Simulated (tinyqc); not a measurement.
Inside a calculation. Method: CIS and TDHF on RHF in the sto-6g basis, frozen core, for H2O, spin multiplicity 1. One step of it, computed by the program tinyqc.

Question. CIS singlet states. Diagonalise A (1 hartree = 27.211386 eV); each vector has its largest component positive (the first on a tie). The transition dipole is mu = sqrt2 sum c_ia <i|r|a>.

CIS matrix A, singlet (hartree), order 2>6, 2>7, 3>6, 3>7, 4>6, 4>7, 5>6, 5>7:
$$\begin{pmatrix}
1.451978 & -0.011642 & -0.004925 & -0.054474 & 0.062383 & -0.011622 & 0.000000 & 0.000000 \\
-0.011642 & 1.531949 & 0.033024 & 0.005917 & -0.014893 & -0.016783 & 0.000000 & 0.000000 \\
-0.004925 & 0.033024 & 0.803984 & 0.017277 & -0.025670 & -0.039939 & 0.000000 & 0.000000 \\
-0.054474 & 0.005917 & 0.017277 & 1.081344 & -0.097337 & 0.012690 & 0.000000 & 0.000000 \\
0.062383 & -0.014893 & -0.025670 & -0.097337 & 0.611903 & -0.002664 & 0.000000 & 0.000000 \\
-0.011622 & -0.016783 & -0.039939 & 0.012690 & -0.002664 & 0.723920 & 0.000000 & 0.000000 \\
0.000000 & 0.000000 & 0.000000 & 0.000000 & 0.000000 & 0.000000 & 0.471653 & -0.008469 \\
0.000000 & 0.000000 & 0.000000 & 0.000000 & 0.000000 & 0.000000 & -0.008469 & 0.575828
\end{pmatrix}$$

dipole integrals <i|r|a> (bohr), order 2>6, 2>7, 3>6, 3>7, 4>6, 4>7, 5>6, 5>7:
$$\begin{pmatrix}
0.000000 & -0.000882 & 0.091287 \\
0.000000 & -0.159316 & -0.028880 \\
0.000000 & 0.866606 & -0.091910 \\
0.000000 & -0.122475 & -0.587274 \\
0.000000 & -0.126370 & 0.408103 \\
0.000000 & -0.634503 & -0.038373 \\
-0.077486 & 0.000000 & 0.000000 \\
0.010696 & 0.000000 & 0.000000
\end{pmatrix}$$

Give: singlet excitation energies; lowest vectors; oscillator strengths 2/3 w |mu|^2.

Answer.

singlet excitation energies (eV): [12.8157, 15.6877, 15.9773, 19.2314, 22.2985, 29.6741, 39.8452, 41.8222]

lowest vectors, order 2>6, 2>7, 3>6, 3>7, 4>6, 4>7, 5>6, 5>7:
$$\begin{pmatrix}
0.0000 & 0.0000 & -0.0578 & 0.0171 & 0.0005 & 0.1770 \\
0.0000 & 0.0000 & 0.0104 & 0.0034 & -0.0525 & -0.0183 \\
0.0000 & 0.0000 & 0.1035 & 0.3751 & 0.9175 & 0.0657 \\
0.0000 & 0.0000 & 0.1813 & -0.0604 & -0.0678 & 0.9656 \\
0.0000 & 0.0000 & 0.9758 & -0.0548 & -0.0729 & -0.1764 \\
0.0000 & 0.0000 & 0.0288 & 0.9232 & -0.3814 & 0.0228 \\
0.9968 & -0.0805 & 0.0000 & 0.0000 & 0.0000 & 0.0000 \\
0.0805 & 0.9968 & 0.0000 & 0.0000 & 0.0000 & 0.0000
\end{pmatrix}$$

oscillator strengths 2/3 w |mu|^2: [0.0037, 0.0002, 0.0639, 0.0603, 1.2383, 0.5795]
